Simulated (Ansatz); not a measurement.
ReS2 (P-1, No. 2; cell taken from a computed entry) was calculated with r²SCAN (Ansatz, an electronic-structure program, PAW).

Numerical settings: plane-wave cutoff 560 eV, 6×6×4 k mesh (along the axes of the cell as run), Fermi–Dirac smearing 0.01 eV, no spin polarisation, scalar-relativistic PAW data made under PBE.

Cell (relaxed with PBE-D3(BJ)):

```cif
data_Re4S8
_chemical_formula_sum 'Re4 S8'
_space_group_name_H-M_alt 'P-1'
_space_group_IT_number 2
_space_group_name_Hall '-P 1'
_cell_length_a 6.30412
_cell_length_b 6.35584
_cell_length_c 6.45785
_cell_angle_alpha 118.825
_cell_angle_beta 91.663
_cell_angle_gamma 105.338
loop_
_atom_site_label
_atom_site_type_symbol
_atom_site_symmetry_multiplicity
_atom_site_Wyckoff_symbol
_atom_site_fract_x
_atom_site_fract_y
_atom_site_fract_z
_atom_site_occupancy
Re1 Re 2 i 0.49244 0.05798 0.31059 1
Re2 Re 2 i 0.49771 0.48736 0.28527 1
S1 S 2 i 0.30018 0.24527 0.86475 1
S2 S 2 i 0.23744 0.72121 0.34078 1
S3 S 2 i 0.72652 0.22744 0.10980 1
S4 S 2 i 0.20807 0.24818 0.38219 1
```
(The calculation used a cell of 24 atoms; values per cell refer to that cell.)

Problem. Estimate the band gap and smallest direct gap on the k points sampled that the calculation returns.

Solution. 
band gap: 1.26 eV
smallest direct gap on the k points sampled: 1.29 eV

Note: cell and atoms aren't relaxed at this level (largest force component 0.34 eV/Å, pressure 1.3 GPa).

Spin–orbit coupling is not included.

Static lattice: no zero-point or thermal effects.
